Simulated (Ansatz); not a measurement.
Coupled-cluster diagnostics for Al2H3⁺, Ansatz.

Geometry of the singlet (PBE-D4/def2-TZVP):

```xyz
5

Al   -1.317   -0.255   -0.744
Al    1.004    0.194    0.570
H     0.917   -0.289    2.070
H    -2.679   -0.516   -1.523
H     2.075    0.866   -0.373
```

Correlated methods freeze 10 core orbitals. The structure comes from a short search, and lower isomers may exist.

Geometry of the charge 1 triplet (PBE-D4/def2-TZVP):

```csv
atom,x (Å),y (Å),z (Å)
Al1,-0.696,0.011,-1.155
Al2,1.053,0.238,0.851
H3,1.179,1.323,1.998
H4,-0.988,-1.105,-2.240
H5,-0.549,-0.467,0.546
```

Geometry of the charge 1 quintet (PBE-D4/def2-TZVP):

```xyz
5

Al    0.963    0.126    2.119
Al   -0.331    0.174   -0.066
H    -1.676    0.643   -1.036
H     1.333   -0.577    0.646
H    -0.289   -0.367   -1.663
```

Question: Estimate the CCSD(T) correlation energy, the shares of MP2 and (T), T1 and the reference's ⟨S²⟩ for: charge 1, singlet, own geometry in def2-TZVPP; charge 1, triplet, own geometry in def2-TZVPP; charge 1, quintet, own geometry in def2-TZVPP; and the rough time on 2 threads of Intel Xeon Platinum 8488C on a shared host.

Answer: 
```tsv
state	basis	correlation (eV)	MP2 share (%)	(T) share (%)	T1	⟨S²⟩ (pure)	wall time
charge 1, singlet, own geometry	def2-TZVPP	-4.487	77.3	2.0	0.011	0.00 (0.00)	2.1 s
charge 1, triplet, own geometry	def2-TZVPP	-4.108	76.3	2.7	0.026	2.01 (2.00)	5.5 s
charge 1, quintet, own geometry	def2-TZVPP	-3.751	74.6	3.7	0.028	6.04 (6.00)	5.5 s
```
Customary marks for T1 are 0.02 (closed shells), 0.045 (open shells) and about 0.05 (3d metals). T1 exceeds 0.02 in 2 of 3 rows and 0.045 in 0; the higher it lies, the less the single-reference result can be trusted.
